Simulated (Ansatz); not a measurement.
Predict the output of the script below (the Ansatz DFT code, driven from Python).

`cas_c3h4.py`
```python
# -*- coding: utf-8 -*-
"""Static correlation in C3H4: natural occupations of an active space."""

import ansatz as az

mol = (
    az.Crystal.molecule()
    .atom("C", [-1.0018, 0.2845, -0.6866])
    .atom("C", [-0.0114, -0.0091, -0.0043])
    .atom("C", [1.0022, -0.3403, 0.6776])
    .atom("H", [-1.8747, -0.2656, -0.6786])
    .atom("H", [-1.0386, 1.2142, -1.3318])
    .atom("H", [1.7976, -0.9694, 0.267])
    .atom("H", [1.1879, 0.0177, 1.7109])
)

calc = mol.calculation()
calc = calc.basis(gaussian="6-31G*")
calc = calc.correlation(active_electrons=4, active_orbitals=4)
for method in [None, "sc_nevpt2"]:
    r = (calc if method is None else calc.correlation(method)).run(threads=1, pin="off").report
    space = r["configurations"]
    state = space["states"][0]
    print(method or "casscf", f"total {r['free_energy_ev'] / 27.211386246:.6f} Ha, active-space state {state['energy']['hartree']:.6f} Ha, mean field {r['reference_energy_ev'] / 27.211386246:.6f} Ha")
    print("  determinants", state["n_determinants"], " natural occupations", [round(n, 3) for n in space["natural_occupations"]])
print("effectively unpaired electrons, sum of min(n, 2 - n):", round(sum(min(n, 2 - n) for n in space["natural_occupations"]), 3))
```

```console
$ python cas_c3h4.py
casscf total -115.898204 Ha, active-space state -115.898204 Ha, mean field -115.849721 Ha
  determinants 36  natural occupations [1.938, 1.933, 0.067, 0.062]
sc_nevpt2 total -116.225232 Ha, active-space state -115.898204 Ha, mean field -115.849721 Ha
  determinants 36  natural occupations [1.938, 1.933, 0.067, 0.062]
effectively unpaired electrons, sum of min(n, 2 - n): 0.257
```

Total energies depend on the basis set; only differences at equal settings carry meaning. The geometry is a force-field or estimated start, not a minimum of this method, and the basis set is short of its limit. The active space starts as a window about the frontier orbitals and is then optimised, not chosen by chemistry. The whole script took 3.3 s on 1 thread of Arm Neoverse N1 (shared host), peak memory 0.15 GiB.
